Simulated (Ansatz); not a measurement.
# BH6OP: a reaction path by the nudged elastic band

Aim: the minimum-energy path between two given structures and its highest point. Both ends were relaxed at PBE0-D4 in triple zeta. A second band with other settings follows.

Computed with Ansatz 0.2.0, Gaussian basis. Level: PBE0-D4/def2-SVP.

22 further runs of the same task are left out: 22 set aside as unsound or not needed.

## Step 1: The system as given

The first end: 9 atoms, charge 0, spin multiplicity 1.

Atoms are counted from 1 here; the program's logs count them from 0.

Bond lengths: B1–O2 1.354 Å, B1–H3 1.201 Å, B1–H4 1.200 Å, O2–H7 0.960 Å, H5–P6 1.417 Å, P6–H8 1.417 Å, P6–H9 1.420 Å. Angles: O2–B1–H3 121.1°, O2–B1–H4 116.7°, H3–B1–H4 121.8°, B1–O2–H7 113.0°, H5–P6–H8 94.3°, H5–P6–H9 94.2°, H8–P6–H9 94.2°.

Geometry (Å):

```mol
BH6OP
  3D, bonds by distance, orders not assigned

  9  7  0  0  0  0  0  0  0  0999 V2000
   -1.3899   -0.3102   -0.2483 B   0  0
   -1.5250    0.0828   -1.5374 O   0  0
   -1.2925   -1.4725    0.0396 H   0  0
   -1.5044    0.5417    0.5888 H   0  0
    1.6074    1.5881    0.4475 H   0  0
    1.4103    0.1861    0.5060 P   0  0
   -1.4604   -0.6446   -2.1603 H   0  0
    1.3589    0.1457    1.9216 H   0  0
    2.7957   -0.1173    0.4426 H   0  0
  1  2  8  0
  1  3  8  0
  1  4  8  0
  2  7  8  0
  5  6  8  0
  6  8  8  0
  6  9  8  0
M  END
```

The second end:

```xyz
9
charge 0, multiplicity 1
B    -0.6800   -0.4495    0.3431
O    -0.6873    0.4045   -1.1032
H    -0.9369   -1.5672   -0.0177
H    -1.5415    0.1039    0.9732
H    -0.4402    1.3162   -0.8985
P     1.0685   -0.3167    1.1859
H     0.0260    0.0479   -1.6493
H     1.2857    1.0888    1.0916
H     1.9056   -0.6280    0.0750
```

## Step 2: The band at PBE0-D4/def2-SVP

neb/in.yaml

```yaml
crystal:
  periodic: [false, false, false]
  atoms:
    - {symbol: B, position_ang: [-1.389920, -0.310160, -0.248331]}
    - {symbol: O, position_ang: [-1.525032, 0.082773, -1.537366]}
    - {symbol: H, position_ang: [-1.292544, -1.472450, 0.039566]}
    - {symbol: H, position_ang: [-1.504399, 0.541668, 0.588763]}
    - {symbol: H, position_ang: [1.607368, 1.588067, 0.447506]}
    - {symbol: P, position_ang: [1.410348, 0.186132, 0.506024]}
    - {symbol: H, position_ang: [-1.460433, -0.644591, -2.160270]}
    - {symbol: H, position_ang: [1.358890, 0.145727, 1.921615]}
    - {symbol: H, position_ang: [2.795720, -0.117267, 0.442593]}
basis:
  gaussian: {orbitals: def2-SVP}
hamiltonian: {xc: pbe0, dispersion: d4}
neb:
  images: 5
  climbing: true
  max_iterations: 40
  initial_path: idpp
  final_atoms:
    - {symbol: B, position_ang: [-0.680017, -0.449499, 0.343101]}
    - {symbol: O, position_ang: [-0.687252, 0.404479, -1.103175]}
    - {symbol: H, position_ang: [-0.936876, -1.567181, -0.017721]}
    - {symbol: H, position_ang: [-1.541493, 0.103895, 0.973223]}
    - {symbol: H, position_ang: [-0.440201, 1.316157, -0.898485]}
    - {symbol: P, position_ang: [1.068488, -0.316724, 1.185867]}
    - {symbol: H, position_ang: [0.026032, 0.047920, -1.649298]}
    - {symbol: H, position_ang: [1.285731, 1.088834, 1.091619]}
    - {symbol: H, position_ang: [1.905588, -0.627981, 0.074969]}
```

On the command line:

```
ansatz run in.yaml --threads 2 --pin off --events-out ev --progress --plain --max-ram 4352MiB
```

## Step 3: The band at Hartree-Fock/def2-SVP, other settings

Edit neb/in.yaml of step 2 so:

```diff
@@ -14,7 +14,7 @@
   gaussian: {orbitals: def2-SVP}
-hamiltonian: {xc: pbe0, dispersion: d4}
+hamiltonian: {xc: hf}
 neb:
-  images: 5
+  images: 4
   climbing: true
-  max_iterations: 40
+  max_iterations: 25
   initial_path: idpp
```

Q: Predict the outcome of this session. Wanted: from earlier runs: barrier over the separately found saddle, CCSD(T)/def2-TZVPP.

The runs gave:

| quantity | value |
| --- | --- |
| PBE0-D4/def2-SVP, 40 iterations | highest 128.4 kJ/mol (image 3), last end +62.7 kJ/mol |
| Hartree-Fock/def2-SVP, 23 iterations | highest 231.4 kJ/mol (image 3), last end +109.2 kJ/mol |
| from earlier runs: barrier over the separately found saddle, CCSD(T)/def2-TZVPP | 178.2 kJ/mol |

In words: The highest image lies 128.4 kJ/mol above the first end, and it climbed, so it estimates the saddle. The ends are not quite minima at this level (largest force component 0.37 eV/Å), so the heights are unreliable: relaxing the first end would lower it and raise the barrier above it. The highest image is 49.8 kJ/mol below the CCSD(T) barrier in triple zeta, which comes from separate runs on the saddle. The second band's highest image lies at 231.4 kJ/mol; the levels differ.
